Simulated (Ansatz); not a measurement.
System: trigonal Te. Method: PBE-D4 (PAW; Ansatz, an electronic-structure program).

Settings: plane-wave cutoff 520 eV, 12×12×6 k mesh (along the axes of the cell as run), Fermi–Dirac smearing 0.01 eV, scalar-relativistic PAW data made under PBE.

Computed at the level's own relaxed cell.

**Question.** Estimate the bulk modulus, direct gap at Γ and band gap that the calculation returns.

**Answer.** 
- bulk modulus = 33.9 GPa
- direct gap at Γ = 2.16 eV
- band gap = 0.03 eV (under three smearing widths, so not firm)

Measured, for comparison: band gap 0.33 eV (temperature not stated, no zero-point or thermal correction, compiled measured gap; kind and temperature not stated; as tabulated in Kothakonda et al. (2022), arXiv:2208.02841); bulk modulus 19 GPa (temperature not stated, no zero-point or thermal correction; as tabulated in Yi et al. (2018), arXiv:1712.00894). Computed (rounded) less measured: bulk modulus +78 % (against room or unstated temperature, where such soft solids are markedly softer).

Note: the bulk modulus comes from volumes at which shape and atoms were relaxed.

Spin–orbit coupling is not included; it can close the smallest gap of 0.03 eV.

Computed values are for the static lattice.

It cost about 10 core-minutes (a rough figure) of CPU time.
